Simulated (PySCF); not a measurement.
Gas-phase reaction: 4 Si + 5 H₂ → 2 Si₂H₅

Method: PySCF energies plus ideal-gas RRHO corrections (1 bar). † marks an energy on the PBE0/def2-TZVP geometry and frequencies; other levels use their own. MP2 freezes the core. Open shells (unrestricted): Si (multiplicity 3, electronic degeneracy 9), Si₂H₅ (multiplicity 2); the rest are closed-shell singlets. Spin-orbit splitting is ignored; it lowers the true energy and changes the entropy of Si. Si₂H₅: computed as isolated molecules; such fragments, hydroxides, amides, oligomers or adducts are transient or little studied in the gas. MP2 isn't extrapolated to the basis-set limit; its ΔH°(298 K) is -1288.4 kJ in def2-SVP and -1339.0 kJ in def2-TZVPP. The harmonic model lacks anharmonicity and excited electronic states, which grow with temperature; levels with a mode under 35 cm⁻¹ are left out. Internal rotation in Si₂H₅ is treated as a harmonic vibration of one conformer, which makes the entropy rough.

```csv
level,"ΔE electronic, kJ","ΔH°(298 K), kJ","ΔS°(298 K), J/K","ΔG°(800 K), kJ"
BLYP/def2-TZVP†,-1315,-1277,-743,-670
HF/def2-TZVP†,-1128,-1091,-743,-484
M06-2X/def2-TZVP†,-1413,-1375,-743,-768
MP2/def2-SVP†,-1326,-1288,-743,-681
PBE/def2-SVP,-1462,-1427,-741,-822
PBE0/def2-QZVP†,-1451,-1414,-743,-807
PBE0/def2-TZVP,-1452,-1414,-743,-807
LDA/def2-TZVP†,-1671,-1634,-743,-1027
ωB97M-V/def2-TZVP†,-1419,-1382,-743,-775
```
ΔH° is lowest at LDA/def2-TZVP† and highest at HF/def2-TZVP†. No reference value is set beside these.
